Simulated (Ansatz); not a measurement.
# AlO radical: how energies converge with the basis set

An exercise on one series of results from a longer session: the logs are not shown, and one member is left open.

The runs use Ansatz 0.2.0, Gaussian basis; one geometry, several basis sets.

The runs, in order: PBE0-D4/def2-SVP; ωB97M-V/def2-SVP; PBE0-D4/def2-QZVPP; ωB97M-V/def2-QZVPP; CCSD(T)/cc-pV(D+d)Z; CCSD(T)/cc-pV(T+d)Z; CCSD(T)/cc-pV(Q+d)Z; the functionals' def2-TZVPP values are taken from earlier runs.

### Structure used throughout

An earlier PBE0-D4 in a triple-zeta def2 set relaxation fixed the geometry.

SMILES `[O]=[Al]`, 2 atoms, charge 0, spin multiplicity 2.

Atoms are counted from 1 here; the program's logs count them from 0.

Bond lengths: O1–Al2 1.620 Å.

As a file:

```xyz
2
charge 0, multiplicity 2
O     0.0000    0.0000   -0.0250
Al    0.0000    0.0000    1.5950
```

The first run:

Contents of in.yaml:

```yaml
crystal:
  periodic: [false, false, false]
  atoms:
    - {symbol: O, position_ang: [0.000000, 0.000000, -0.024979]}
    - {symbol: Al, position_ang: [-0.000000, -0.000000, 1.595029]}
basis:
  gaussian: {orbitals: def2-SVP}
magnetization: {spin_polarized: true, initial_magnetization: 1}
hamiltonian: {xc: pbe0, dispersion: d4}
output: {orbitals: {seedname: orbitals}}
```

Started as:

```bash
$ ansatz run in.yaml --threads 2 --pin off --events-out ev --progress --plain --max-ram 32768MiB --backend cpu
```

Among the steps run: PBE0-D4 in def2-SVP; ωB97M-V in def2-SVP; PBE0-D4 in def2-QZVPP; ωB97M-V in def2-QZVPP.

One of the session's tables, all rows but one given; the rest of the session is left out.

It belongs to the step «Density functionals: the series». 

| functional | basis | HOMO (eV) | LUMO (eV) |
| --- | --- | --- | --- |
| PBE0-D4 | def2-SVP | -7.68 | -4.27 |
| PBE0-D4 | def2-TZVPP | -7.80 | -4.31 |
| PBE0-D4 | def2-QZVPP | ? | ? |
| ωB97M-V | def2-SVP | -9.46 | -2.48 |
| ωB97M-V | def2-TZVPP | -9.59 | -2.57 |
| ωB97M-V | def2-QZVPP | -9.65 | -2.63 |

**Question.** Estimate the row for PBE0-D4, def2-QZVPP.

**Answer.** HOMO (eV): -7.83; LUMO (eV): -4.34. In the column «HOMO (eV)» it lies between ωB97M-V, def2-SVP (-9.46) and PBE0-D4, def2-TZVPP (-7.80).
